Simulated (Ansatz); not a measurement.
A structure relaxed at PBE0-D4/def2-TZVP, charge 0, multiplicity 1:

```xyz
14

C     2.1412   -0.5843   -0.5032
C     0.8903   -0.3043   -0.1887
C    -0.4116   -0.3372   -0.9527
C    -0.9840    0.6507    0.1035
C    -2.3072    0.3876    0.6230
N    -3.3533    0.1556    1.0418
C     0.2308    0.3210    1.0171
H     2.9492   -0.4227    0.2015
H     2.4014   -0.9845   -1.4768
H    -0.9051   -1.3107   -0.8951
H    -0.4088    0.0007   -1.9892
H    -0.9377    1.6803   -0.2556
H    -0.0332   -0.4173    1.7785
H     0.7279    1.1650    1.4956
```

Task: Give its formula and SMILES.

Result: C6H7N, `C=C1CC(C#N)C1`.

Task: Point group (tolerance 0.08 Å, 0.16 Å for H)?

Result: Cs.

Task: Summarise the bond lengths by kind.

Result: 6 × C–C 1.320 to 1.555 Å; 7 × C–H 1.084 to 1.093 Å; 1 × C–N 1.150 Å.

Program: Ansatz 0.2.0.
